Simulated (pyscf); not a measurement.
Thermochemistry of product channels of HS–Zn–SH (SMILES [SH][Zn][SH]) + H₂Se (SMILES [SeH2]) on the singlet surface, in kcal/mol, from ωB97M-D3(BJ)/def2-TZVP energies (ideal gas, 1 atm, RRHO with modes under 100 cm⁻¹ raised to 100, one conformer, R ln 2 for chiral ones without a mode under 150 cm⁻¹). Single points on ωB97X-D3(BJ)/def2-SVP structures (PySCF, gas phase).

```
products                                                      ΔE  ΔH(298 K)  ΔG(600 K)  ΔG(900 K)
----------------------------------------------------------  ----  ---------  ---------  ---------
H₂S (SMILES S) + HS–Zn–SeH (SMILES [SH][Zn][SeH])           -3.8       -3.4       -4.0       -4.3
HS–Zn–S–SeH (SMILES [SH][Zn][S][SeH]) + H₂ (SMILES [H][H])     …      +10.8      +15.0      +16.3
```

Task: Complete the blanks.

Result: 
- HS–Zn–S–SeH (SMILES [SH][Zn][S][SeH]) + H₂ (SMILES [H][H]), ΔE: +11.7

These are energies of the channels, which say nothing of barriers. Elements up to Kr have no core potential and no relativistic terms here.
